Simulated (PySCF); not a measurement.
Bonds broken one at a time in the series cyclopropyl-X. All species are isolated molecules in the gas phase. One relaxed conformer stands for each flexible species; it need not be the lowest. Strings in code marks are SMILES.

Computed with PySCF with PBE-D3(BJ)/def2-TZVP // TPSSh-D3(BJ)/def2-TZVP. 

```tsv
species	dipole moment (D)
whole molecule (`ClC1CC1`)	?
radical fragment (`[C]#N`)	1.14
radical fragment (`[SH]`)	0.87
radical fragment (`[CH]=C`)	0.73
radical fragment (`[CH2]O`)	–
radical fragment (`[GeH3]`)	0.05
```

Task: Fill in the missing entries.

Result: 
- whole molecule (`ClC1CC1`), dipole moment (D): 1.87
